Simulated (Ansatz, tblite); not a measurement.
Spin states of the cluster SiS₂, each relaxed with B3LYP-D4/def2-TZVP in Ansatz. Electronic energies in the gas phase.

The xTB rows come from tblite. Correlated methods freeze 15 core orbitals. In CCSD on the charge 0 quintet the largest single amplitude is 0.27, so its Hartree–Fock determinant may place the open shell otherwise than the density functionals do. The structure comes from a short search, and lower isomers may exist.

Singlet geometry (D∞h within 0.1 Å):

Cartesian coordinates in Å:
```
Si 0.000 0.000 0.000
S 0.442 -1.797 -0.530
S -0.442 1.797 0.530
```

Triplet geometry (C2v within 0.1 Å):

```xyz
3

Si    0.017    0.786   -0.020
S    -0.270   -0.429   -1.624
S     0.253   -0.357    1.644
```

Quintet geometry (C2v within 0.1 Å):

| atom | x (Å) | y (Å) | z (Å) |
| --- | --- | --- | --- |
| Si1 | -0.690 | -0.737 | 0.303 |
| S2 | -0.734 | 1.176 | -0.646 |
| S3 | 1.424 | -0.439 | 0.343 |

⟨S²⟩: triplet 2.01 at PBE0-D4/def2-TZVP (pure 2.00), quintet 6.02 at PBE0-D4/def2-TZVP (pure 6.00).

Run but left out: HF/STO-3G, HF/def2-TZVP, HF/def2-TZVPP, MP2/def2-TZVP, MP2/def2-TZVPP (quintet: a determinant that CCSD turns far, T1 0.063).

Only these spin states were relaxed.

```csv
level,triplet − singlet (kcal/mol),quintet − singlet (kcal/mol),lowest of these,remarks
GFN2-xTB,54.0,127.1,singlet,–
r2SCAN-D4/def2-TZVP,38.6,100.4,singlet,–
r2SCANh-D4/def2-TZVP,39.0,101.2,singlet,–
PBE0-D4/def2-TZVP,39.8,103.8,singlet,–
CCSD/def2-TZVPP,43.4,111.0,singlet,large T1 (0.063) (quintet)
CCSD(T)/def2-TZVPP,44.3,111.8,singlet,large T1 (0.063) (quintet)
```

(1) Estimate the rows for GFN1-xTB, LDA (SPW92)/def2-TZVP, PBE-D4/def2-TZVP, ωB97X-V/def2-TZVP, PBE-QIDH/def2-TZVP, RPA@PBE/def2-TZVP.

Answers

(1) 
```json
{"level": "GFN1-xTB", "triplet − singlet (kcal/mol)": "67.7", "quintet − singlet (kcal/mol)": "182.2", "lowest of these": "singlet"}
{"level": "LDA (SPW92)/def2-TZVP", "triplet − singlet (kcal/mol)": "42.1", "quintet − singlet (kcal/mol)": "107.8", "lowest of these": "singlet"}
{"level": "PBE-D4/def2-TZVP", "triplet − singlet (kcal/mol)": "37.8", "quintet − singlet (kcal/mol)": "100.1", "lowest of these": "singlet"}
{"level": "ωB97X-V/def2-TZVP", "triplet − singlet (kcal/mol)": "44.7", "quintet − singlet (kcal/mol)": "115.9", "lowest of these": "singlet"}
{"level": "PBE-QIDH/def2-TZVP", "triplet − singlet (kcal/mol)": "45.7", "quintet − singlet (kcal/mol)": "114.3", "lowest of these": "singlet"}
{"level": "RPA@PBE/def2-TZVP", "triplet − singlet (kcal/mol)": "38.7", "quintet − singlet (kcal/mol)": "101.1", "lowest of these": "singlet"}
```

The xTB methods have no term that favours high spin, so they put low spin too low.
